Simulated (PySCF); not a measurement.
**Induced dipoles and field energies**

Dichlorosilane, Cl2H2Si.
Atom-mapped SMILES: `[Cl:1][SiH2:2][Cl:3]` (hydrogens: H4, H5 on Si2)

Geometry (GFN2-xTB, Å), atoms numbered from 1 in this order:
```xyz
5
Cl2H2Si angstrom
Cl    -1.6186    1.0524   -0.0476
Si    -0.0012   -0.1390    0.0037
Cl     1.6649    0.9823   -0.0608
H     -0.0121   -0.8868    1.2517
H     -0.0244   -1.0060   -1.1642
```

Level: B3LYP/def2-SVPD (PySCF); nuclei fixed, core orbitals frozen in the response. Permanent dipole (-0.024, -1.163, 0.059) D (1 au = 2.5417 D). Static polarisability (au):

```
x   61.38 -0.22 -0.07
y   -0.22 50.99 -0.28
z   -0.07 -0.28 45.44
```

Only the terms in μ and α are kept: μ(F) = μ + αF and ΔE = −μ·F − ½ F·αF.

Question: Apply 0.01 au along ±x, ±y and ±z in turn. Tabulate induced and total dipoles and both energy terms.

Answer: 
```csv
field along,induced x (D),induced y (D),induced z (D),total size (D),−μ·F (kJ/mol),−½F·αF (kJ/mol)
+x,1.560,-0.006,-0.002,1.931,+0.248,-8.058
−x,-1.560,0.006,0.002,1.963,-0.248,-8.058
+y,-0.006,1.296,-0.007,0.146,+12.013,-6.694
−y,0.006,-1.296,0.007,2.460,-12.013,-6.694
+z,-0.002,-0.007,1.155,1.686,-0.609,-5.965
−z,0.002,0.007,-1.155,1.593,+0.609,-5.965
```

Question: For the field (0.0010, -0.0040, -0.0090) au, what is the induced dipole, and what angle does it make with the field?

Answer: αF = (0.160, -0.513, -1.037) D, at 3.1° to the field. The polarisability along this direction, F·αF/F², is 46.33 au, against a mean of 52.60 au.

Question: Which field along μ doubles the dipole in that direction (linear response)?

Answer: The polarisability along the dipole is 51.00 au, so F = 0.4582 au / 51.00 au = 0.0090 au = 0.46 V/Å; higher-order terms are ignored.

Question: What field makes μF equal to kT at 200 K?

Answer: kT = 0.6334 × 10⁻³ Eh, so F = 0.00138 au = 7.11 MV/cm.

Question: Induction energy −ᾱe²/2R⁴ of a unit charge at 12 Å, the molecule taken as a point?

Answer: R = 22.68 bohr, so the energy is −52.6/(2 × 22.68⁴) Eh = -0.261 kJ/mol. The charge–dipole term at its most favourable orientation, −μe/R², is -2.34 kJ/mol.

Geometry: GFN2-xTB; no solvent, vibrations or thermal averaging.
